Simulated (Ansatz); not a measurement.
Mulliken charges of CH2FN (`N=CF`) from ωB97M-V/def2-TZVPP in Ansatz (PBE0-D4/def2-TZVP geometry).

```csv
atom,x (Å),y (Å),z (Å),charge (e)
N1,-0.720,-0.454,-0.440,-0.181
C2,0.296,-0.035,0.137,0.113
F3,1.242,-0.885,0.521,-0.166
H4,-1.344,0.314,-0.667,0.129
H5,0.575,0.986,0.408,0.105
```

Task: By hand: the dipole of these point charges (1 e Å = 4.8032 D).

Result: Σ q r = (-0.155, 0.369, -0.035) e Å, of length 0.402 e Å = 1.93 D.

Task: How does the dipole of the full density compare? (An estimate is asked.)

Result: The calculation gave: (-0.057, 0.580, 0.042) e Å, 2.81 D; the point charges give 0.69 times that, at 19° from its direction.

Point charges leave out the atoms' own dipoles, such as those of lone pairs, and Mulliken's split depends on the basis, so the two needn't agree.
